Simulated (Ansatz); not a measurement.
# CH5Si− (SMILES [CH2-][SiH3]): functionals against CCSD(T) at one geometry

The task here is to estimate one member of a computed series from the others.

Method: single points in def2-TZVPPD; program: Ansatz 0.2.0, Gaussian basis.

Cores are frozen in the correlated methods.

## Where the work starts

SMILES `[CH2-][SiH3]`, 7 atoms, charge -1, spin multiplicity 1.

Atoms are counted from 1 here; the program's logs count them from 0.

Bond lengths: C1–Si2 1.804 Å, C1–H3 1.218 Å, C1–H4 1.111 Å, Si2–H5 1.531 Å, Si2–H6 1.445 Å, Si2–H7 1.486 Å. Angles: Si2–C1–H3 112.6°, Si2–C1–H4 108.8°, H3–C1–H4 123.4°, C1–Si2–H5 134.6°, C1–Si2–H6 97.3°, C1–Si2–H7 105.0°, H5–Si2–H6 106.2°, H5–Si2–H7 105.8°, H6–Si2–H7 104.7°.

As a file:

```xyz
7

C    -0.1122   -1.0426    0.3931
Si    0.1382    0.6345   -0.2239
H    -1.2869   -1.3003    0.5879
H     0.5840   -1.7269   -0.1376
H    -0.2111    1.3644   -1.5240
H    -0.5703    1.3264    0.8288
H     1.5727    0.9275    0.0307
```

The first run:

The input, run/in.yaml:

```yaml
crystal:
  periodic: [false, false, false]
  atoms:
    - {symbol: C, position_ang: [-0.112200, -1.042600, 0.393100]}
    - {symbol: Si, position_ang: [0.138200, 0.634500, -0.223900]}
    - {symbol: H, position_ang: [-1.286900, -1.300300, 0.587900]}
    - {symbol: H, position_ang: [0.584000, -1.726900, -0.137600]}
    - {symbol: H, position_ang: [-0.211100, 1.364400, -1.524000]}
    - {symbol: H, position_ang: [-0.570300, 1.326400, 0.828800]}
    - {symbol: H, position_ang: [1.572700, 0.927500, 0.030700]}
basis:
  gaussian: {orbitals: "def2-TZVPPD.json"}
total_charge: -1
correlation: {method: ccsd_t}
output: {forces: true}
```

The basis file named in the input lies beside it (Basis Set Exchange, JSON).

No record of the launch command was kept for these runs.

Steps of the session up to this table: CCSD(T)/def2-TZVPPD; PBE0-D4/def2-TZVPPD; wB97M-V/def2-TZVPPD; r2SCAN-D4/def2-TZVPPD; PBE-D4/def2-TZVPPD; SPW92/def2-TZVPPD; B97M-V/def2-TZVPPD.

One of the session's tables, all rows but one given; the rest of the session is left out.

| method | RMS force component (eV/Å) | angle to CCSD(T) forces (°) |
| --- | --- | --- |
| CCSD(T) | 0.902 | reference |
| PBE0-D4 | ? | ? |
| wB97M-V | 0.936 | 5.6 |
| r2SCAN-D4 | 0.925 | 5.2 |
| PBE-D4 | 0.891 | 8.2 |
| SPW92 | 0.906 | 11.5 |
| B97M-V | 0.950 | 8.9 |

Estimate the missing values for PBE0-D4.

The run gave: RMS force component (eV/Å): 0.944; angle to CCSD(T) forces (°): 5.2. In the column «RMS force component (eV/Å)» it lies between wB97M-V (0.936) and B97M-V (0.950).

Limits of these values: The anion's highest level is positive in at least one run, so there the basis alone may hold the extra electron.
